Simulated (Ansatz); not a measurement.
The input, for Ansatz 0.2.0:

```yaml
crystal:
  periodic: [false, false, false]
  atoms:
    - {symbol: N, position_ang: [0.000000, 0.000000, -1.854900]}
    - {symbol: Si, position_ang: [0.000000, 0.000000, -0.194400]}
    - {symbol: Si, position_ang: [0.000000, 0.000000, 2.049300]}
basis:
  gaussian: {orbitals: def2-mTZVP}
magnetization: {spin_polarized: false, initial_magnetization: 3}
hamiltonian: {xc: hf}
accuracy: high
output: {forces: true, orbitals: {seedname: orbitals}}
```

```sh
$ ansatz run in.yaml --threads 1 --pin off --events-out ev --progress --plain --max-ram 2393MiB
```

Roughly how long does this take on 1 thread of Arm Neoverse N1, shared host, and how much host memory?

9.5 s wall and 0.13 GiB.

```
992 factors; integrals over basis functions are off by at most 1.3e-8 eV
mean field evaluation 1: about -17190.8957 eV, gradient 4.6e1 eV
mean field evaluation 2: about -17190.9052 eV, gradient 4.6e1 eV
mean field evaluation 4: about -17195.6962 eV, gradient 2.8e1 eV
mean field evaluation 8: about -17199.7221 eV, gradient 1.5e0 eV
mean field evaluation 16: about -17199.8353 eV, gradient 5.7e-4 eV
mean field evaluation 32: about -17201.4512 eV, gradient 1.2e-7 eV
mean field evaluation 64: about -17197.0528 eV, gradient 8.1e0 eV
mean field evaluation 96: about -17198.2787 eV, gradient 1.9e0 eV
mean field evaluation 128: about -17198.6274 eV, gradient 3.7e0 eV
mean field evaluation 160: about -17201.3680 eV, gradient 7.8e-1 eV
mean field evaluation 192: about -17199.6492 eV, gradient 3.1e-1 eV
mean field evaluation 224: about -17199.6512 eV, gradient 4.7e-5 eV
mean field evaluation 256: about -17201.0068 eV, gradient 3.9e-1 eV
mean field evaluation 288: about -17186.6533 eV, gradient 1.0e1 eV
mean field -17201.45116360 eV, -632.1416706999 hartree, gradient 2.2e-8 eV, S^2 3.750000; 6 other end points of the search recorded, 0 dependent functions left out
the calculation of the forces begins
reference -17201.45116360 eV, -632.1416706999 hartree; 19, 16 occupied and 44, 47 virtual orbitals, 992 factors
Total energy: -17201.45116360 eV, -632.1416706999 hartree
Atom 0 at     0.000000     0.000000    -1.854900 Å, force     0.000000     0.000000     1.862663 eV/Å
Atom 1 at     0.000000     0.000000    -0.194400 Å, force    -0.000000    -0.000000    -2.445186 eV/Å
Atom 2 at     0.000000     0.000000     2.049300 Å, force    -0.000000    -0.000000     0.582523 eV/Å
Dipole moment:    -0.000000     0.000000     0.514735 e Å
```

Forces (eV/Å):
```
N    0.000  0.000  1.863
Si   0.000  0.000 -2.445
Si   0.000  0.000  0.583
```
